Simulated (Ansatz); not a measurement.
**C2H3NO: small, medium and large basis sets**

How large a basis does C2H3NO need? Two functionals are run in growing sets.

Computed with Ansatz 0.2.0, Gaussian basis. Level: one geometry, several basis sets.

The runs, in order: PBE0-D4/def2-SVP; ωB97M-V/def2-SVP; PBE0-D4/def2-QZVPP; ωB97M-V/def2-QZVPP; the functionals' def2-TZVPP values are taken from earlier runs.

### 1 Structure used throughout

All runs share one geometry, relaxed beforehand with PBE0-D4 in a triple-zeta def2 set.

7 atoms, charge 0, spin multiplicity 1.

Atoms are counted from 1 here; the program's logs count them from 0.

Bond lengths: C1–N2 1.278 Å, C1–O4 1.355 Å, C1–H5 1.086 Å, N2–C3 1.459 Å, C3–O4 1.467 Å, C3–H6 1.090 Å, C3–H7 1.090 Å. Angles: N2–C1–O4 104.4°, N2–C1–H5 133.0°, O4–C1–H5 122.7°, C1–N2–C3 84.0°, N2–C3–O4 90.6°, N2–C3–H6 115.0°, N2–C3–H7 115.0°, O4–C3–H6 110.9°, O4–C3–H7 110.9°, H6–C3–H7 112.5°, C1–O4–C3 81.1°.

### 2 PBE0-D4 in def2-SVP

File in.yaml:

```yaml
crystal:
  periodic: [false, false, false]
  atoms:
    - {symbol: C, position_ang: [-0.927905, 0.309892, -0.313862]}
    - {symbol: N, position_ang: [-0.411338, 0.498660, 0.839276]}
    - {symbol: C, position_ang: [0.721798, -0.232772, 0.282189]}
    - {symbol: O, position_ang: [0.016884, -0.380694, -0.996063]}
    - {symbol: H, position_ang: [-1.881019, 0.588386, -0.752656]}
    - {symbol: H, position_ang: [0.910394, -1.205542, 0.737079]}
    - {symbol: H, position_ang: [1.632385, 0.353971, 0.158336]}
basis:
  gaussian: {orbitals: def2-SVP}
hamiltonian: {xc: pbe0, dispersion: d4}
output: {orbitals: {seedname: orbitals}}
```

Command:

```bash
$ ansatz run in.yaml --threads 2 --pin off --events-out ev --progress --plain --max-ram 4352MiB
```

The runs that follow: ωB97M-V in def2-SVP; PBE0-D4 in def2-QZVPP; ωB97M-V in def2-QZVPP.

Before running them: what should the planned runs give, taken together? Wanted: PBE0-D4: double and triple zeta above quadruple; ωB97M-V: double and triple zeta above quadruple.

The runs gave:

| quantity | value |
| --- | --- |
| PBE0-D4: double and triple zeta above quadruple | 6.84, 0.31 eV |
| ωB97M-V: double and triple zeta above quadruple | 7.05, 0.30 eV |

In words: PBE0-D4 gains 6.53 eV from double to triple zeta, then 0.31 eV more. Total energies overstate the basis error of differences, where much of it tends to cancel. The LUMO of ωB97M-V is positive and keeps falling with the basis (2.58 to 2.03 eV): an unbound level that the basis holds in place.
